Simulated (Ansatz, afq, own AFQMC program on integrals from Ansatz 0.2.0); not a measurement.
**Atomization energy of InHCl2, singlet**

```xyz
4

In    0.0000   -0.4809    0.0000
Cl    0.0000    0.8097   -1.9196
Cl    0.0000    0.8097    1.9196
H     0.0000   -2.1754    0.0000
```

Connectivity, by distances: Cl–InH–Cl.

Atoms in their ground-state spins without spin–orbit coupling (mostly on UHF) minus the molecule (RHF), without zero-point energy. The geometry is a stationary point, not shown to be a minimum.

Basis def2-TZVP with its core potentials. Only valence electrons are correlated. AFQMC by an in-house program on the Cholesky factors that Ansatz 0.2.0 writes for its CCSD(T) run. ph-AFQMC/CISD is guided by a CISD state made of CCSD amplitudes; releasing the constraint for a short imaginary time cuts its bias at the price of noise, slowly where states lie close. Uncertainties: one standard error, sampling alone. No spin–orbit coupling. The errors of all members are added in quadrature.

No full CI on the walks' own integrals is used here. The released AFQMC energy serves as the reference, which it does only where one determinant dominates, the energy is flat over the last release times and near the phaseless one (40 meV or 2 meV an electron, half that with transition metals). On small molecules, where full CI could be run and the noise was under 10 meV, such values lay within 10 meV of it in 19 cases of 20, a flattering rate, since the rule was set on those same cases; what remains of the bias isn't in the error bar. Each member takes its own surest rung, up to full CI.

The best estimate is CCSD(T) at the basis-set limit (CBS: def2-TZVPP and def2-QZVPP, with their diffuse functions for anions and beside diffuse sets, CCSD(T) itself extrapolated) plus the step from CCSD(T) to AFQMC with the constraint released in def2-TZVP. Rows without CBS are in def2-TZVP; B2PLYP and the wave-function rows carry a basis error of their own. Core correlation and relativity beyond core potentials are missing, and ± holds the sampling alone.

Cautions: inner d shell frozen; no spin-orbit coupling; InHCl₂ (singlet): the released value is read at 1.50 1/Eh with a noise of 12 meV, more than in the cases checked (meV from the phaseless value at times in 1/Eh: -16 ± 6 at 0.24, -11 ± 6 at 0.51, -32 ± 7 at 0.99, -27 ± 12 at 1.50); other spins of the molecule weren't checked.

| level | atomization energy (kcal/mol) |
| --- | --- |
| PBE0 | 217.2 |
| HF | 163.6 |
| r2SCAN | 222.9 |

(1) From these cheaper values, estimate the atomization energy at the level of the best estimate.

(1) 226.1 ± 0.3 kcal/mol (best estimate, highest rung released AFQMC).

```csv
level,atomization energy (kcal/mol),error against the best estimate (kcal/mol)
MP2,222.0,-4.1 ± 0.3
CCSD,209.9,-16.2 ± 0.3
CCSD(T),214.3,-11.8 ± 0.3
ph-AFQMC/CISD,214.3 ± 0.2,-11.8 ± 0.3
released AFQMC,214.8 ± 0.3,-11.3
HF/CBS,164.3,-61.8 ± 0.3
MP2/CBS,232.7,6.6 ± 0.3
CCSD(T)/CBS,225.8,-0.3 ± 0.3
PBE,217.9,-8.2 ± 0.3
B3LYP,209.1,-17.0 ± 0.3
wB97M-V,223.1,-3.0 ± 0.3
B2PLYP,213.6,-12.4 ± 0.3
```

Correlation beyond CCSD(T) changes it by less than twice the noise. Going to the basis-set limit adds 11.6 kcal/mol at CCSD(T). The perturbative (T) step is worth +4.4 kcal/mol.

Best estimates are given only where the step beyond CCSD(T) is under 0.3 eV and no member's determinant is very poor (T1 over 0.05, or 0.07 for open shells, ⟨S²⟩ too high by 0.3, two states mixed), so the hardest cases are missing from such tables.

The functionals ran in a triple-zeta set and keep a basis error of their own, a few kJ/mol for each bond in atomization energies and more for double hybrids, so close places among them and the extrapolated levels can swap.

Each member of a difference takes its own highest rung, so a best estimate needn't equal the limit plus the step of one row. A walk keeps the symmetry of its determinant, which the program's search chose and which needn't be the lowest solution, so a lower state of the same spin and another symmetry isn't excluded. Released energies are given only where the last usable release times agree within the noise; a slower fall can still hide under it. The exponents were fitted on light atoms, and def2 sets of heavy atoms don't grow evenly, so the limit is rough here.
